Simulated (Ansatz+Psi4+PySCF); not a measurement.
Results of a calculation; reference values are marked as such.
A run of Psi4 1.11 on singlet SO₂ at this shape:

```json
{"atom": "S", "x (Å)": "0.0000", "y (Å)": "0.0000", "z (Å)": "0.3703"}
{"atom": "O", "x (Å)": "0.0000", "y (Å)": "1.2776", "z (Å)": "-0.3703"}
{"atom": "O", "x (Å)": "0.0000", "y (Å)": "-1.2776", "z (Å)": "-0.3703"}
```

Its results:

* Converged: yes
* Total energy: -547.28810 hartree
* Spin squared of the determinant: 0.000
* Occupied orbitals by symmetry in an Abelian subgroup (alpha; beta): 8 A1 1 A2 2 B1 5 B2; 8 A1 1 A2 2 B1 5 B2

**Question.** Which input gives this output? Name the method, the orbitals and the basis set, and write the input.

**Answer.** RHF in cc-pVTZ on O; cc-pV(T+d)Z on S. An unrestricted run that stays on the closed shell gives the same numbers.

```
molecule {
0 1
S 0.000000 0.000000 0.370270
O 0.000000 1.277620 -0.370270
O 0.000000 -1.277620 -0.370270
}

basis {
assign O cc-pVTZ
assign S cc-pV(T+d)Z
}
set reference rhf
set scf_type pk
energy('scf')
```

Caution: unrestricted orbitals would lower the determinant.
